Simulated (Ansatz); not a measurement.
## Active spaces for CH₃N, singlet

Program: Ansatz, Gaussian basis, development build; NEVPT3, NEVPT4(SD), MRCISD by development code. Basis cc-pVTZ, nonrelativistic, 2 orbitals frozen in the corrections. State-specific CASSCF; RHF is the lowest restricted (open-shell) Hartree–Fock solution met. No symmetry is imposed, so a solution can break that of the shape. The lowest solution met needn't be the lowest there is, nor hold the orbitals that a chemist would pick.

Geometry:

| atom | x (Å) | y (Å) | z (Å) |
| --- | --- | --- | --- |
| C | -0.0093 | -0.0019 | 0.5931 |
| N | 0.1411 | -0.0057 | -0.6788 |
| H | -0.0768 | -0.8913 | 1.2274 |
| H | -0.0778 | 0.9578 | 1.1030 |
| H | -0.7771 | -0.0149 | -1.1371 |

Question: What do CASSCF and its corrections give against RHF in CAS(4,3), and what are the occupations?

Answer: CASSCF -0.921 eV, SC-NEVPT2 -10.190 eV, FIC-NEVPT2 -10.201 eV, NEVPT3 -10.630 eV, NEVPT4(SD) -10.954 eV, MRCISD -10.029 eV; occupations 2.00, 1.91, 0.10. The MRCI reference weight is 0.911.

Question: How do single-reference totals in the same basis and frozen core stand against SC-NEVPT2 in CAS(4,3)?

Answer: CCSD(T) -0.925 eV. Coupled cluster stands on the determinant that it favours, which can lie over the RHF solution above, and is in doubt where the occupations are far from 0, 1 and 2.

Question: Roughly how much CPU time does a whole run from the default start take (median of such runs, summed over threads; nearly all runs on one pinned thread of a shared server, mostly Xeon at 2.3 to 2.6 GHz, by a development driver)?

Answer: CAS(4,3): about 2.1 s. Other jobs ran beside these, and the count of passes differs.
